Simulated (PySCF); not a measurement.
Magnetisability and related constants of SMILES O=C1C=CC=C1, C5H4O

Computed with GIAO B3LYP/6-31++G** magnetisability, rotational g tensor and spin-rotation constants, non-relativistic, gas phase (PySCF 2.14.0). Geometry: PBE0-D3(BJ)/def2-SVP.

Input:
```
{"job": {"kind": "mag", "xc": "B3LYP", "basis": "6-31++G**"}, "charge": 0, "multiplicity": 1}
O      2.313565     0.233794    -0.208794
C      1.119733     0.105811    -0.112552
C      0.099796     1.202740     0.043874
C     -1.104524     0.617464     0.111082
C     -0.953461    -0.866811     0.005469
C      0.342537    -1.184110    -0.125547
H      0.352708     2.260789     0.088200
H     -2.067781     1.117422     0.224929
H     -1.795410    -1.560417     0.034418
H      0.802876    -2.165590    -0.226159
```
Coordinates are in Å.

Command: `OMP_NUM_THREADS=1 python excited_run.py task.json out`

Show the output.

Atoms count from 0.
```
coarse grid: 9000 points
cycle   1  E = -268.0439876374  dE =  1.025e+00  |g| = 7.521e-01  |ddm| = 4.449e+00
cycle   2  E = -267.5752187701  dE =  4.688e-01  |g| = 1.662e+00  |ddm| = 1.872e+01
cycle   3  E = -268.1551288289  dE = -5.799e-01  |g| = 2.109e-01  |ddm| = 1.622e+01
cycle   4  E = -268.1659504485  dE = -1.082e-02  |g| = 6.837e-02  |ddm| = 6.661e-01
cycle   5  E = -268.1667923245  dE = -8.419e-04  |g| = 3.954e-02  |ddm| = 2.901e-01
cycle   6  E = -268.1672025256  dE = -4.102e-04  |g| = 5.230e-03  |ddm| = 8.973e-02
cycle   7  E = -268.1672092082  dE = -6.683e-06  |g| = 1.250e-03  |ddm| = 1.773e-02
final grid: 88736 points
cycle   8  E = -268.1180164866  dE = -1.178e-05  |g| = 5.754e-03  |ddm| = 1.099e-01
cycle   9  E = -268.1179904081  dE =  2.608e-05  |g| = 1.243e-02  |ddm| = 3.114e-02
cycle  10  E = -268.1180240331  dE = -3.363e-05  |g| = 1.643e-03  |ddm| = 3.318e-02
cycle  11  E = -268.1180246479  dE = -6.147e-07  |g| = 1.340e-04  |ddm| = 8.167e-03
cycle  12  E = -268.1180246476  dE =  2.200e-10  |g| = 1.326e-04  |ddm| = 3.682e-04
cycle  13  E = -268.1180246522  dE = -4.595e-09  |g| = 2.170e-05  |ddm| = 2.572e-04
cycle  14  E = -268.1180246524  dE = -1.226e-10  |g| = 6.197e-06  |ddm| = 1.351e-04
converged SCF energy = -268.1180246524

Magnetisability tensor (1e-30 J/T^2)
     -320.16       18.62      -40.30
       18.62     -475.57       18.49
      -40.30       18.49     -794.28
isotropic -530.00   principal values    -798.91   -476.14   -314.96
isotropic susceptibility -31.918 1e-6 cm^3/mol

Inertial axes            a          b          c
rot. const./GHz      8.1744     3.9590     2.6672
chi total           -18.967    -28.674    -48.112
chi diamagnetic    -219.203   -358.624   -513.403
chi paramagnetic    200.236    329.951    465.291
quadrupole/D A       -3.688      6.060     -2.372
g nuclear            0.6135     0.5457     0.5678
g electronic        -0.7690    -0.6137    -0.5830
g total             -0.1555    -0.0679    -0.0152

Spin-rotation constants (kHz, H = +C I.J)
atom  isotope        aa         bb         cc
  6     1H       -0.822      0.393     -0.340
  7     1H        0.387     -0.098     -0.322
  8     1H        0.386     -0.098     -0.322
  9     1H       -0.821      0.393     -0.341
  0    17O*      -9.876     -2.249     -0.067
  1    13C*       3.755      1.963      0.690
  2    13C*       2.050      1.743      0.402
  3    13C*       3.005      1.798      0.382
* in the singly substituted isotopologue
```

It took 12 s wall time on 1 thread of an INTEL XEON PLATINUM 8581C, shared host, peak memory 0.59 GiB.
